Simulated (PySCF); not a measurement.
hydrogen chloride (ClH), SMILES Cl. The structure is a stationary point at B3LYP-D3(BJ)/def2-TZVPD.

All values below come from B3LYP-D3(BJ)/def2-TZVPD (PySCF 2.14.0).

Harmonic wavenumbers (cm⁻¹): 2941. Rotational constants (GHz): 313.5 (linear); symmetry number 1.

Task: Work out the zero-point energy and the ideal-gas rigid-rotor harmonic-oscillator thermochemistry at 298.15 K and 1 atm.

Result: ZPE = ½ Σ hcν = ½ × 2941 cm⁻¹ = 4.20 kcal/mol. H − E(el) = 6.28 kcal/mol. Entropy in cal/(mol K): translation 36.71, rotation 7.92, vibration 0.00, total 44.63. G − E(el) = -7.03 kcal/mol. Cp = 6.96 cal/(mol K).
